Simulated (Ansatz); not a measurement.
# OF+ (singlet): the correlation ladder at distance O1–F2 = 1.099 Å, 6-31G

The task here is to estimate one member of a computed series from the others.

The runs use Ansatz 0.2.0, Gaussian basis; 6-31G, core rule «outside noble gas», up to 2 orbitals frozen.

Plan: UHF; CCSD(T) on RHF; CCSD(T) on UHF; BCCD(T) on RHF; CISD; CCSDT(Q) on RHF; CCSDT(Q) on UHF; CISDTQ; CCSDTQ on RHF; CCSDTQ on UHF; CASSCF and MRCISD+Q, 2 electrons in 2 orbitals; CASSCF and NEVPT2, 2 electrons in 2 orbitals; CASSCF and MRCISD+Q, 12 electrons in 8 orbitals; CASSCF and NEVPT2, 12 electrons in 8 orbitals; Full CI; Full CI in the symmetry of the determinant.

34 further runs of the same task are left out: 6 for a known fault of the program, 25 that didn't finish, 3 set aside as unsound or not needed. Runs told in other sessions of the task aren't counted.

## The geometry

The geometry derives from a PBE0/def2-TZVP stationary point (not a proven minimum). One bond is set to the value named and the two fragments are kept rigid.

2 atoms, charge 1, spin multiplicity 1.

Atoms are counted from 1 here; the program's logs count them from 0.

Bond lengths: O1–F2 1.099 Å.

Coordinates:

```xyz
2
charge 1, multiplicity 1
O     0.0000    0.0000    0.0000
F     0.0000    0.0000    1.0990
```

Set-up of the first run:

The input, in.yaml:

```yaml
crystal:
  periodic: [false, false, false]
  atoms:
    - {symbol: O, position_ang: [0.000000, 0.000000, 0.000000]}
    - {symbol: F, position_ang: [0.000000, 0.000000, 1.099000]}
basis:
  gaussian: {orbitals: 6-31G}
total_charge: 1
magnetization: {spin_polarized: true, initial_magnetization: 0}
hamiltonian: {xc: hf}
output: {orbitals: {seedname: orbitals}}
```

Launch:

```
$ ansatz run in.yaml --threads 1 --pin off --events-out ev --progress --plain --max-ram 2393MiB
```

Among the steps run: UHF; CCSD(T) on RHF; CCSD(T) on UHF; BCCD(T) on RHF; CISD; CCSDT(Q) on RHF; CCSDT(Q) on UHF; CISDTQ; CCSDTQ on RHF; CCSDTQ on UHF; CASSCF and MRCISD+Q, 2 electrons in 2 orbitals; CASSCF and NEVPT2, 2 electrons in 2 orbitals; CASSCF and MRCISD+Q, 12 electrons in 8 orbitals; CASSCF and NEVPT2, 12 electrons in 8 orbitals; Full CI; Full CI in the symmetry of the determinant.

One table of the session follows, with a row left open; its other results are not shown here.

It belongs to the step «Misses and costs». 

| method | from FCI (kcal/mol) |
| --- | --- |
| RHF | +165.47 |
| RMP2 | ? |
| CISD | +21.98 |
| RCCSD | +12.99 |
| RCCSD(T) | +6.63 |
| BCCD(T) | +6.86 |
| RCCSDT | +1.96 |
| CISDTQ | +2.53 |
| RCCSDT(Q) | -0.55 |
| RCCSDTQ | +0.23 |
| CASSCF valence | +81.90 |
| NEVPT2 valence | +14.20 |
| MRCISD valence | +3.70 |
| MRCISD+Q valence | +1.19 |
| FCI | 0 |

Q: Estimate the row for RMP2 from the others.

As computed: from FCI (kcal/mol): +15.87. In the column «from FCI (kcal/mol)» it lies between NEVPT2 valence (+14.20) and CISD (+21.98).

Left out of the table: CASSCF pair, NEVPT2 pair, MRCISD pair, MRCISD+Q pair (the active space lost an orbital or holds another state than full CI finds).

Limits of these values: The report flags that the cluster equations may have other roots. Left out of the table: UHF, UMP2, UCCSD, UCCSD(T), UCCSDT, UCCSDT(Q), UCCSDTQ (another determinant or state than the rows shown). The program flags RCCSDT(Q), RCCSDTQ as in doubt, so those rows may rest on another solution. RCCSDT(Q) falls below full CI, which methods that aren't variational can do. Warnings in the runs' records: passed over end.
